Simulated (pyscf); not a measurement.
This saddle point was located with ωB97X-D3(BJ)/def2-SVP in PySCF.

```
In
H 1 1.6886
N 1 2.0378 2 137.55
H 3 1.0189 1 112.86 2 -157.86
H 3 1.0191 4 106.85 1 125.01
H 1 1.9082 2 110.42 3 -172.82
H 6 1.0776 1 78.17 2 90.32
H 6 1.1187 7 155.44 1 1.17
```
Charge 0, spin multiplicity 1.

Surface: singlet, charge 0. Lowest wavenumbers (cm⁻¹): 1683i, 81, 275, 401, 494.

Question: Name the species on either side of this saddle.

Answer: H₂N–InH₂ (SMILES [NH2][InH2]) + H₂ (SMILES [H][H]) <-> H₂N–InH₂ (SMILES [NH2][InH2]) + H₂ (SMILES [H][H]), a four-centre exchange read from left to right: H–In, H–H broken and H–In, H–H formed. At ωB97M-D3(BJ)/def2-TZVP it lies +171.0 kJ/mol from the left side and +171.0 kJ/mol from the right (each side as separated species at their lowest minima found). At the saddle there is also a short H–In contact that neither side keeps. The same reactants have a lower exit, to NH₃ + InH₃ (barrier +80.1 kJ/mol at ωB97M-D3(BJ)/def2-TZVP, against +171.0 kJ/mol here). This is the saddle that the search found; another between the same sides may lie lower. Elements past Kr carry the def2 core potentials, without spin-orbit coupling.
